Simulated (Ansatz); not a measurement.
## Molecular dynamics, step by step

CH4OS (SMILES S.C=O), singlet, PBE0-D4/6-31G (Ansatz 0.2.0). Settings (timestep in fs, temperature in K; T counts 15 degrees of freedom):

```yaml
hamiltonian: {xc: pbe0, dispersion: d4}
md: {n_steps: 40, timestep: 0.25, temperature: 100, ensemble: nve, seed: 931, initial_velocities: maxwell_boltzmann}
```

Start (the SMILES describes the start alone):

```json
{"atom": "S1", "x (Å)": "0.5948", "y (Å)": "-0.3959", "z (Å)": "-2.1290"}
{"atom": "H2", "x (Å)": "0.3514", "y (Å)": "0.5473", "z (Å)": "-1.1974"}
{"atom": "H3", "x (Å)": "-0.6896", "y (Å)": "-0.4301", "z (Å)": "-2.5143"}
{"atom": "C4", "x (Å)": "-0.0640", "y (Å)": "0.0608", "z (Å)": "1.4645"}
{"atom": "O5", "x (Å)": "-0.0744", "y (Å)": "1.1188", "z (Å)": "0.9012"}
{"atom": "H6", "x (Å)": "-0.2349", "y (Å)": "-0.0155", "z (Å)": "2.5554"}
{"atom": "H7", "x (Å)": "0.1168", "y (Å)": "-0.8855", "z (Å)": "0.9195"}
```

```
step  time (fs)  potential energy less the start (meV)  kinetic energy (meV)  T (K)
   0       0.00                                    0.0                  64.6    100
   2       0.50                                    1.0                  63.6     98
   4       1.00                                   -3.4                  68.0    105
   6       1.50                                  -12.2                  76.8    119
   8       2.00                                  -23.8                  88.3    137
  10       2.50                                  -35.5                 100.0    155
  12       3.00                                  -45.2                 109.7    170
  14       3.50                                  -51.1                 115.5    179
  16       4.00                                  -52.2                 116.7    180
  18       4.50                                  -48.5                 113.0    175
  20       5.00                                  -40.8                 105.3    163
  22       5.50                                  -30.3                  94.9    147
  24       6.00                                  -18.6                  83.2    129
  26       6.50                                   -7.4                  72.0    111
  28       7.00                                    2.0                  62.6     97
  30       7.50                                    8.6                  56.0     87
  32       8.00                                   11.8                  52.8     82
  34       8.50                                   11.8                  52.8     82
  36       9.00                                    9.0                  55.6     86
  38       9.50                                    4.4                  60.1     93
  40      10.00                                   -0.9                  65.5    101
```

Step 6, positions (Å) and forces (eV/Å):

```csv
atom,x,y,z,Fx,Fy,Fz
S1,0.594,-0.395,-2.128,0.714,-0.448,-0.230
H2,0.368,0.547,-1.187,-0.087,0.538,0.543
H3,-0.684,-0.436,-2.548,-0.644,-0.039,-0.252
C4,-0.059,0.061,1.466,-0.292,-2.168,1.557
O5,-0.075,1.117,0.899,0.066,2.375,-1.429
H6,-0.257,-0.009,2.556,0.140,-0.097,-0.215
H7,0.108,-0.883,0.930,0.102,-0.161,0.027
```

Step 12, positions (Å) and forces (eV/Å):

```tsv
atom	x	y	z	Fx	Fy	Fz
S1	0.593	-0.395	-2.128	0.293	-0.223	-0.109
H2	0.382	0.558	-1.165	-0.154	0.196	0.168
H3	-0.693	-0.444	-2.587	-0.163	0.078	0.012
C4	-0.055	0.057	1.471	-0.541	-1.266	1.196
O5	-0.076	1.119	0.895	0.156	1.656	-1.071
H6	-0.276	-0.005	2.553	0.197	-0.102	-0.098
H7	0.101	-0.883	0.942	0.211	-0.338	-0.096
```

Step 22, positions (Å) and forces (eV/Å):

```csv
atom,x,y,z,Fx,Fy,Fz
S1,0.592,-0.394,-2.127,-0.369,0.197,0.122
H2,0.399,0.581,-1.125,-0.227,-0.384,-0.460
H3,-0.709,-0.451,-2.648,0.558,0.234,0.433
C4,-0.051,0.046,1.483,-0.695,0.394,-0.234
O5,-0.076,1.126,0.885,0.277,-0.190,-0.090
H6,-0.298,-0.002,2.545,0.188,-0.087,0.287
H7,0.100,-0.900,0.956,0.267,-0.163,-0.058
```

Last step (40):

```csv
atom,x (Å),y (Å),z (Å)
S1,0.5898,-0.3927,-2.1249
H2,0.3928,0.5650,-1.1233
H3,-0.6620,-0.4273,-2.6931
C4,-0.0513,0.0339,1.4986
O5,-0.0748,1.1337,0.8691
H6,-0.3099,-0.0079,2.5690
H7,0.1341,-0.9320,0.9832
```

The run took about 17 s on 2 CPU threads of an Intel Xeon 6975P-C (shared host).
